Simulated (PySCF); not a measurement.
Species: C₄H₄S.
Numbering: `[CH:1]#[C:2][C@@H:3]1[CH2:4][S:5]1` (hydrogens: H6 on C1; H7 on C3; H8, H9 on C4)

Structure used (GFN2-xTB), in Å, numbered top down from 1:
```
atom  x, y, z in Å
C1     2.2215    0.2400   -0.1789
C2     1.1033    0.0409    0.2045
C3    -0.2382   -0.1502    0.6396
C4    -1.3430   -0.1813   -0.3558
S5    -1.3311    1.3137    0.6451
H6     3.2069    0.3908   -0.5045
H7    -0.3411   -0.7612    1.5316
H8    -1.0900   -0.0354   -1.3981
H9    -2.1747   -0.8513   -0.1816
```

Method: TDDFT PBE0/def2-SVPD, vertical, gas phase, core orbitals frozen in the response in PySCF 2.14.0, density-fitted response routines.

Ground-to-excited transition dipoles (e·a0, same axes as the geometry; the sign carries no meaning), for the states with f of 0.002 or more among the lowest 6:

```tsv
state	E (hartree)	μx	μy	μz
S1	0.1652	0.194	-0.014	-0.041
S2	0.2149	-0.344	0.078	-0.024
S3	0.2201	0.216	0.097	-0.095
S4	0.2235	0.149	-0.041	-0.295
S5	0.2260	-0.727	0.238	0.107
S6	0.2425	0.360	-0.125	-0.112
```

**Question.** Work out the oscillator strengths.

**Answer.** f = (2/3) ΔE |μ|² with ΔE in hartree (27.2114 eV).

```csv
state,|μ|² (au),|μ| (D),f
S1,0.039,0.50,0.004
S2,0.125,0.90,0.018
S3,0.065,0.65,0.010
S4,0.111,0.85,0.017
S5,0.596,1.96,0.090
S6,0.158,1.01,0.025
```

**Question.** What angle do the transition dipoles of S4 and S5 make?

**Answer.** |cos θ| = |μa·μb| / (|μa| |μb|) = 0.58, so θ ≈ 54° (taken between 0 and 90°, since the signs are arbitrary).

**Question.** What peak molar absorption coefficient would the strongest computed level give as a lone Gaussian band 0.3 eV wide at half height?

**Answer.** ε(max) = 2.175×10⁸ f / FWHM, with the width in cm⁻¹. S5: 2.175×10⁸ × 0.0899 / 2420 ≈ 8100 L mol⁻¹ cm⁻¹.
